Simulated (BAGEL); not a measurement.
# B3LYP/6-31G(d) (density fitting with qzvpp-jkfit, spherical functions) run of [CHN2S2]+ (SMILES [cH+]1snns1)

What is the energy change on altering one bond length of [CHN2S2]+ at B3LYP/6-31G* (density fitting with qzvpp-jkfit, spherical functions)? 

Program for the calculation: BAGEL 1.2.2.

3 further runs of the same task are left out: 2 that didn't finish, 1 set aside as unsound or not needed.

## Step 1: The molecule

[CHN2S2]+: 6 atoms, total charge +1, spin state singlet. As SMILES, `[cH+]1snns1`. The coordinates come from a GFN2-xTB relaxation.

Bond lengths: C1–S2 1.690 Å, S2–N3 1.631 Å, N3–N4 1.229 Å, C1–S5 1.690 Å, N4–S5 1.630 Å, C1–H6 1.077 Å. Angles: C1–S2–N3 93.9°, S2–C1–S5 113.5°, S2–N3–N4 119.3°, N3–N4–S5 119.4°, C1–S5–N4 93.9°, S2–C1–H6 123.2°, S5–C1–H6 123.3°.

## Step 2: A single-point energy at B3LYP/6-31G(d) (density fitting with qzvpp-jkfit, spherical functions)

File job.json:

```json
{ "bagel": [

{
  "title": "molecule",
  "basis": "6-31gs.json",
  "df_basis": "qzvpp-jkfit",
  "angstrom": "true",
  "geometry": [
    { "atom": "C", "xyz": [   -0.546350,    0.670170,    0.290900 ] },
    { "atom": "S", "xyz": [   -0.291530,   -0.759050,    1.155990 ] },
    { "atom": "N", "xyz": [    0.729350,   -1.380590,    0.046610 ] },
    { "atom": "N", "xyz": [    0.990110,   -0.729470,   -0.962790 ] },
    { "atom": "S", "xyz": [    0.309340,    0.737850,   -1.165280 ] },
    { "atom": "H", "xyz": [   -1.190920,    1.461090,    0.634570 ] }
  ]
},
{ "title": "ks", "xc_func": "b3lyp", "charge": 1 },
{ "title": "print", "file": "orbitals.molden", "orbitals": "true" }

]}
```

The basis set 6-31G* is read from a file made from the Basis Set Exchange's data (not shown).

Started as:

```bash
$ BAGEL_NUM_THREADS=1 BAGEL job.json > job.out
```

The log of the run:

```text
* using 1 threads per process

  ===============================================================
  ===============================================================

  *** Geometry ***

  { "atom" : "C", "xyz" : [     -1.032452,      1.266438,      0.549721 ] },
  { "atom" : "S", "xyz" : [     -0.550912,     -1.434397,      2.184505 ] },
  { "atom" : "N", "xyz" : [      1.378272,     -2.608937,      0.088080 ] },
  { "atom" : "N", "xyz" : [      1.871037,     -1.378499,     -1.819409 ] },
  { "atom" : "S", "xyz" : [      0.584568,      1.394334,     -2.202060 ] },
  { "atom" : "H", "xyz" : [     -2.250513,      2.761060,      1.199164 ] },

  Number of auxiliary basis functions:      503

  Since a DF basis is specified, we compute 2- and 3-index integrals:
    o Being stored without compression. Storage requirement is 0.026 GB

  Number of basis functions:       80
  Number of electrons      :       53

    * METHOD: MOLECULE                             0.44

  *** Kohn-Sham DFT ***

    * Removing 12161 points whose weight is below 1.00e-10
    * Grid points: 77275

  === Nuclear Repulsion ===
   279.9987360192

       - DIIS with orbital gradients will be used.

  === KS iteration (b3lyp / 6-31gs.json) ===
      0       -918.90862659          0.15526063           0.44
      1       -915.67169877          0.16081521           0.42
      2       -903.66017498          0.21483941           0.43
      3       -940.02732331          0.06705437           0.42
      4       -940.27945610          0.07511885           0.42
      5       -944.14616208          0.01111677           0.42
      6       -944.15626564          0.00917834           0.42
      7       -944.20193555          0.00224818           0.42
      8       -944.20427531          0.00023794           0.42
      9       -944.20431510          0.00006254           0.42
     10       -944.20431688          0.00003697           0.42
     11       -944.20431728          0.00002090           0.42
     12       -944.20431746          0.00000855           0.42
     13       -944.20431750          0.00000115           0.42
     14       -944.20431750          0.00000061           0.42
     15       -944.20431750          0.00000015           0.42
     16       -944.20431750          0.00000016           0.42
     17       -944.20431750          0.00000006           0.42
     18       -944.20431750          0.00000002           0.44
     19       -944.20431750          0.00000002           0.43
     20       -944.20431750          0.00000000           0.43
    * SCF iteration converged.

    * Permanent dipole moment:
           (    0.945832,    -1.161266,    -0.503944) a.u.

    * METHOD: KS                                   9.46

    * METHOD: PRINT                                0.03

  ===============================================================
```

Wall time 10 s (1 thread of Arm Neoverse N1, shared host); peak memory 0.33 GiB.

## Step 3: The distorted shape, same level

File job.json:

```json
{ "bagel": [

{
  "title": "molecule",
  "basis": "6-31gs.json",
  "df_basis": "qzvpp-jkfit",
  "angstrom": true,
  "geometry": [
    { "atom": "C", "xyz": [      -0.449680,       0.551551,       0.239358 ] },
    { "atom": "S", "xyz": [      -0.194860,      -0.877669,       1.104448 ] },
    { "atom": "N", "xyz": [       0.826020,      -1.499209,      -0.004932 ] },
    { "atom": "N", "xyz": [       1.086780,      -0.848089,      -1.014332 ] },
    { "atom": "S", "xyz": [       0.406010,       0.619231,      -1.216822 ] },
    { "atom": "H", "xyz": [      -1.190920,       1.461090,       0.634570 ] }
  ]
},

{ "title": "ks", "xc_func": "b3lyp", "charge": 1 },

{ "title": "print", "file": "orbitals.molden", "orbitals": true }

]}
```

The basis set 6-31G* is read from a file made from the Basis Set Exchange's data (not shown).

Started as:

```bash
$ BAGEL_NUM_THREADS=1 BAGEL job.json > job.out
```

The log of the run:

```text
* using 1 threads per process

  ===============================================================
  ===============================================================

  *** Geometry ***

  { "atom" : "C", "xyz" : [     -0.849772,      1.042280,      0.452321 ] },
  { "atom" : "S", "xyz" : [     -0.368232,     -1.658554,      2.087104 ] },
  { "atom" : "N", "xyz" : [      1.560952,     -2.833094,     -0.009320 ] },
  { "atom" : "N", "xyz" : [      2.053717,     -1.602656,     -1.916810 ] },
  { "atom" : "S", "xyz" : [      0.767248,      1.170177,     -2.299460 ] },
  { "atom" : "H", "xyz" : [     -2.250513,      2.761060,      1.199164 ] },

  Number of auxiliary basis functions:      503

  Since a DF basis is specified, we compute 2- and 3-index integrals:
    o Being stored without compression. Storage requirement is 0.026 GB

  Number of basis functions:       80
  Number of electrons      :       53

    * METHOD: MOLECULE                             0.44

  *** Kohn-Sham DFT ***

    * Removing 11989 points whose weight is below 1.00e-10
    * Grid points: 77447

  === Nuclear Repulsion ===
   279.1641338052

       - DIIS with orbital gradients will be used.

  === KS iteration (b3lyp / 6-31gs.json) ===
      0       -919.05665023          0.15502002           0.46
      1       -915.16744241          0.15947488           0.44
      2       -904.09211254          0.21419406           0.44
      3       -940.12329382          0.06625279           0.44
      4       -940.27514816          0.07493669           0.44
      5       -944.12165564          0.01203075           0.44
      6       -944.13371854          0.01033615           0.45
      7       -944.19067165          0.00230848           0.45
      8       -944.19311222          0.00025041           0.44
      9       -944.19315813          0.00006398           0.45
     10       -944.19316052          0.00002463           0.44
     11       -944.19316072          0.00001669           0.44
     12       -944.19316082          0.00000773           0.44
     13       -944.19316085          0.00000083           0.44
     14       -944.19316085          0.00000027           0.44
     15       -944.19316085          0.00000013           0.44
     16       -944.19316085          0.00000008           0.44
     17       -944.19316085          0.00000004           0.44
     18       -944.19316085          0.00000001           0.44
    * SCF iteration converged.

    * Permanent dipole moment:
           (    0.994985,    -1.221592,    -0.530145) a.u.

    * METHOD: KS                                   8.98

    * METHOD: PRINT                                0.03

  ===============================================================
```

Wall time 9.6 s (1 thread of Arm Neoverse N1, shared host); peak memory 0.33 GiB.

## Step 4: What came out

At B3LYP/6-31G* (density fitting with qzvpp-jkfit, spherical functions):

```
                                                         quantity          value
                                        first shape: total energy  -944.20432 Eh
                                         first shape: HOMO energy      -13.68 eV
                                         first shape: LUMO energy       -9.15 eV
                                       first shape: HOMO–LUMO gap        4.53 eV
                                    distorted shape: total energy  -944.19316 Eh
                                     distorted shape: HOMO energy      -13.64 eV
                                     distorted shape: LUMO energy       -9.08 eV
                                   distorted shape: HOMO–LUMO gap        4.56 eV
energy change with the C1–H6 bond stretched from 1.077 to 1.238 Å       0.304 eV
```

In words: With the C1–H6 bond stretched from 1.077 to 1.238 Å the energy rises by 0.30 eV (7.0 kcal/mol). The first shape isn't relaxed at this level, so the change isn't measured from a minimum.
